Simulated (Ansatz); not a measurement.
```yaml
atoms:
  - { symbol: C, position_ang: [-0.0537, -0.4949, -0.0603] }
  - { symbol: O, position_ang: [-0.0501, -0.4980, 1.1670] }
  - { symbol: N, position_ang: [0.0287, 0.6800, -0.9362] }
  - { symbol: H, position_ang: [0.0855, -1.3254, -0.7067] }
  - { symbol: H, position_ang: [0.0304, 0.5454, -1.8422] }
  - { symbol: H, position_ang: [-0.1136, 1.6203, -0.3710] }
```

RHF on singlet CH₃NO was run in several spherical basis sets with Ansatz (development build ahead of 0.2.0). Caution for RHF: no unrestricted run beside it, a lower state can exist.

(1) Rank the basis sets by the total energy that they give, lowest first, with the distance from the lowest.
A. def2-SVP
B. 6-31G
C. STO-3G
D. cc-pVDZ

Results:

(1) D (0.00 eV), B (2.49 eV), A (3.89 eV), C (61.43 eV).

Totals follow the description of the cores as much as that of the bonds, so this order isn't one of quality for chemistry.
